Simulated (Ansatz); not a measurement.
**SiH3+ (SMILES [SiH3+]): single points off equilibrium**

Aim: energy, forces and dipole at a frame of a short trajectory, from CCSD(T) and from density functionals.

Method: single points in def2-TZVPP; program: Ansatz 0.2.0, Gaussian basis.

Correlated methods freeze the cores.

## Step 1: The system as given

SMILES `[SiH3+]`, 4 atoms, charge 1, spin multiplicity 1.

Atoms are counted from 1 here; the program's logs count them from 0.

Bond lengths: Si1–H2 1.547 Å, Si1–H3 1.422 Å, Si1–H4 1.476 Å. Angles: H2–Si1–H3 117.4°, H2–Si1–H4 118.1°, H3–Si1–H4 124.0°.

As a file:

```
atom    x (Å)    y (Å)    z (Å)
 Si1   0.0350   0.0392  -0.0194
  H2   0.7198   1.0933   0.8825
  H3  -0.0589  -1.2884   0.4813
  H4  -0.6258   0.5054  -1.2543
```

## Step 2: PBE-D4/def2-TZVPP

File run/in.yaml:

```yaml
crystal:
  periodic: [false, false, false]
  atoms:
    - {symbol: Si, position_ang: [0.035004, 0.039243, -0.019374]}
    - {symbol: H, position_ang: [0.719801, 1.093287, 0.882538]}
    - {symbol: H, position_ang: [-0.058928, -1.288376, 0.481285]}
    - {symbol: H, position_ang: [-0.625825, 0.505366, -1.254342]}
basis:
  gaussian: {orbitals: def2-TZVPP}
total_charge: 1
hamiltonian: {xc: pbe, dispersion: d4}
output: {forces: true}
```

On the command line:

```console
$ ansatz run in.yaml --threads 2 --pin off --events-out ev --progress --plain --max-ram 3481MiB
```

## Step 3: r2SCAN-D4/def2-TZVPP

Changes to run/in.yaml since step 2:

```diff
@@ -10,3 +10,3 @@
 total_charge: 1
-hamiltonian: {xc: pbe, dispersion: d4}
+hamiltonian: {xc: r2scan, dispersion: d4}
 output: {forces: true}
```

## Step 4: PBE0-D4/def2-TZVPP

Changes to run/in.yaml since step 3:

```diff
@@ -10,3 +10,3 @@
 total_charge: 1
-hamiltonian: {xc: r2scan, dispersion: d4}
-output: {forces: true}
+hamiltonian: {xc: pbe0, dispersion: d4}
+output: {forces: true, orbitals: {seedname: orbitals}}
```

## Step 5: wB97M-V/def2-TZVPP

Changes to run/in.yaml since step 4:

```diff
@@ -10,3 +10,3 @@
 total_charge: 1
-hamiltonian: {xc: pbe0, dispersion: d4}
-output: {forces: true, orbitals: {seedname: orbitals}}
+hamiltonian: {xc: {name: wB97M-V}}
+output: {forces: true}
```

## Step 6: CCSD(T)/def2-TZVPP

Changes to run/in.yaml since step 5:

```diff
@@ -10,3 +10,3 @@
 total_charge: 1
-hamiltonian: {xc: {name: wB97M-V}}
+correlation: {method: ccsd_t}
 output: {forces: true}
```

(Steps that only read results are left out.)

What does the calculation give? Wanted: energy less free atoms, CCSD(T)/def2-TZVPP; RMS force component; RMS force error; HOMO and LUMO, PBE0-D4; T1 diagnostic.

As calculated:

```
                                  quantity                                                             value
energy less free atoms, CCSD(T)/def2-TZVPP                                                         -1.567 eV
                       RMS force component                              0.795 to 0.819 eV/Å over the methods
                           RMS force error  PBE-D4 0.175, r2SCAN-D4 0.054, PBE0-D4 0.074, wB97M-V 0.044 eV/Å
                    HOMO and LUMO, PBE0-D4                                              -17.35 and -10.25 eV
                             T1 diagnostic                                                             0.009
```

Against CCSD(T) the functionals' energies less atoms differ by -0.240 to +0.178 eV, PBE-D4 by +0.178 eV. CCSD(T) in triple zeta still lacks some correlation energy of the bonds, so part of these gaps is its own basis error and they don't rank the functionals. On forces the order runs from wB97M-V to PBE-D4. Frozen-core CCSD(T) forces in triple zeta carry basis errors of their own, and this is one geometry, so small gaps rank nothing.
